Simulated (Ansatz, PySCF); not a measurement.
This Ansatz (a program for electronic structure) input computes a SVWN5/def2-TZVPD energy:

Ansatz 0.2 input:
```yaml
crystal:
  periodic: [false, false, false]
  atoms:
    - {symbol: O, position_ang: [0.33202246, 1.26333195, 0.22164394]}
    - {symbol: C, position_ang: [0.04689931, 0.01703971, 0.00188739]}
    - {symbol: N, position_ang: [0.96756786, -0.88784036, -0.18696653]}
    - {symbol: C, position_ang: [-1.39460548, -0.30999386, -0.02027044]}
    - {symbol: H, position_ang: [0.70599867, -1.84972292, -0.35549509]}
    - {symbol: H, position_ang: [-1.87846756, 0.29343208, -0.79149716]}
    - {symbol: H, position_ang: [-1.57306342, -1.36514710, -0.20795893]}
    - {symbol: H, position_ang: [-1.83354797, -0.02170943, 0.93746522]}
    - {symbol: H, position_ang: [1.95893566, -0.68158913, -0.17512909]}
    - {symbol: H, position_ang: [1.27722700, 1.49068828, 0.23852760]}
basis:
  gaussian:
    orbitals: def2-TZVPD
hamiltonian:
  xc: {name: SVWN5}
total_charge: 1
output: {forces: true}
```

Q: Write an input for the same energy in PySCF and say what it gives.

A: 
```python
from pyscf import gto, scf, dft

mol = gto.M(
    atom='''
    O     0.33202246    1.26333195    0.22164394
    C     0.04689931    0.01703971    0.00188739
    N     0.96756786   -0.88784036   -0.18696653
    C    -1.39460548   -0.30999386   -0.02027044
    H     0.70599867   -1.84972292   -0.35549509
    H    -1.87846756    0.29343208   -0.79149716
    H    -1.57306342   -1.36514710   -0.20795893
    H    -1.83354797   -0.02170943    0.93746522
    H     1.95893566   -0.68158913   -0.17512909
    H     1.27722700    1.49068828    0.23852760
    ''',
    basis='def2-tzvpd',
    charge=1,
    spin=0,
    verbose=4,
)

mf = dft.RKS(mol, xc='svwn').density_fit(auxbasis='def2-universal-jkfit')
mf.grids.level = 3
mf.conv_tol = 1e-9
mf.max_cycle = 100
mf.max_memory = 1500
mf.kernel()
if not mf.converged:
    mf = mf.newton()
    mf.kernel(mf.make_rdm1())
mf.analyze()
```
It gives -207.92506 Eh, and Ansatz -207.92496 Eh, a difference of 0.10 mEh, from the treatment of integrals and grids.

It need not be the lowest isomer of its formula.
